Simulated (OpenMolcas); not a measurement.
**[BCl2]+ (SMILES Cl[B+]Cl): methods side by side**

[BCl2]+: 3 atoms, total charge +1, spin state singlet. As SMILES, `Cl[B+]Cl`. The shape is that of a GFN2-xTB optimisation.

```xyz
3

Cl   -1.2384    0.7665   -0.5913
B     0.0007    0.0014    0.0006
Cl    1.2376   -0.7678    0.5907
```

Quantity: the energy change with the B2–Cl3 bond stretched from 1.572 to 1.964 Å, in eV. The values are calculated.

```csv
level,kind,program,value (eV),less FCI/STO-3G,CPU time (all runs)
HF/STO-3G (restricted),Hartree–Fock,OpenMolcas,1.00,+0.23,3.2 s
SVWN5/STO-3G (restricted),LDA,OpenMolcas,1.00,+0.23,6.5 s
PBE/STO-3G (restricted),GGA,OpenMolcas,0.83,+0.06,7.5 s
r2SCAN/STO-3G (restricted),meta-GGA,OpenMolcas,0.94,+0.17,8.7 s
M06-2X/STO-3G (restricted),hybrid meta-GGA,OpenMolcas,1.02,+0.25,8 s
B2PLYP/STO-3G (restricted),double hybrid,OpenMolcas,0.89,+0.12,7.2 s
MP2/STO-3G (restricted),perturbation theory,OpenMolcas,0.95,+0.18,3.4 s
CISD/STO-3G (restricted),coupled cluster or CI,OpenMolcas,0.81,+0.04,3.5 s
FCI/STO-3G,exact in the basis,OpenMolcas,0.77,0.00,61 s
```

FCI/STO-3G is exact within its basis and frozen core, so for wave-function methods in that basis the difference is their error; functionals converge differently with the basis, so for them it is only a difference. The first shape isn't each level's own minimum. The values span 0.77 to 1.02 eV. All rows use very small basis sets, so even the best lies far from the true value. CPU times are rough (shared hosts, several kinds of processor): they show what a rung costs within a factor of a few.
